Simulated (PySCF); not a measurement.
## How the method moves the adiabatic energies of losing or gaining an electron of `[CH2]S` (CH3S•)

The parent is a doublet.

All levels share the PBE0-D3(BJ)/ma-def2-SVP structures and the PBE0-D3(BJ)/ma-def2-SVP thermal terms; only the single-point energies (PySCF) change. Values are adiabatic energies of losing or gaining an electron (0 K, eV).

```jsonl
{"level": "HF/ma-def2-TZVP", "ionisation energy to the singlet cation": "7.27", "time": "4.6 s"}
{"level": "MP2/ma-def2-TZVP", "ionisation energy to the singlet cation": "7.38", "time": "17 s"}
{"level": "CCSD(T)/ma-def2-TZVP", "ionisation energy to the singlet cation": "7.42", "time": "7.1 min"}
{"level": "M06-2X/ma-def2-TZVP", "ionisation energy to the singlet cation": "7.59", "time": "–"}
```

Times are wall times for all single points of a level on 1 thread of Arm Neoverse V1, a shared host; the dash marks the run that also made the structures.

Hartree-Fock leaves out electron correlation, so its ionisation energies and electron affinities from energy differences come out too low, often by 1 eV or more.

The spread: 0.33 eV, from 7.27 to 7.59.

Differences come from unrounded values, so a last digit can differ from that of the printed terms.
